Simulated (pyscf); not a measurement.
H₃Si–SiH(SiH₃)–SiH(SiH₃)–SiH₃ → H₃Si–Si(SiH₃)=Si(SiH₃)–SiH₃ + hydrogen (H₂), an elimination (singlet surface; H–Si, H–Si broken, H–H formed). Structures and frequencies: ωB97X-D3(BJ)/def2-SVP in PySCF. Energies in kcal/mol from the reactant's lowest minimum found.

Small-basis levels: PySCF, no dispersion term, spherical d functions. AM1 to PM7: differences of heats of formation from MOPAC. GFN2-xTB: tblite. Cost: rough CPU time at the saddle relative to B3LYP/6-31G*, from one job on a shared machine.

```tsv
level	barrier	reaction energy	cost
HF/STO-3G	164.5	+93.0	0.05
HF/3-21G	104.0	+39.7	0.09
HF/6-31G*	100.8	+47.3	0.1
SVWN5/6-31G*	62.1	+44.2	1
PBE/6-31G*	___	+37.7	2
B3LYP/STO-3G	138.2	+74.2	0.6
B3LYP/6-31G*	___	+38.5	1
PBE/def2-SVP	63.1	+40.1	2
B3LYP/def2-SVP	73.0	+40.9	1
GFN2-xTB	92.2	+47.4	under 0.02
AM1	89.6	+27.0	under 0.02
PM3	51.2	+22.2	under 0.02
ωB97M-D3(BJ)/def2-TZVP	___	+43.9	–
```

**Question.** Fill in the missing entries.

**Answer.** 
- PBE/6-31G*, barrier: 67.4
- B3LYP/6-31G*, barrier: 77.4
- ωB97M-D3(BJ)/def2-TZVP, barrier: 68.2

Against the last row the barrier runs from -17.0 (PM3) to +96.3 kcal/mol (HF/STO-3G). ωB97M-D3(BJ)/def2-TZVP has limits of its own. At the saddle there is also a short H–Si contact that neither side keeps. H₃Si–Si(SiH₃)=Si(SiH₃)–SiH₃ lies 24.1 kcal/mol over its isomer cyclic H₁₂Si₆ (SMILES [SiH3][SiH2][SiH]1[SiH2][SiH2][SiH2]1) (electronic energy, ωB97M-D3(BJ)). One saddle was located; it need not be the lowest between these sides.
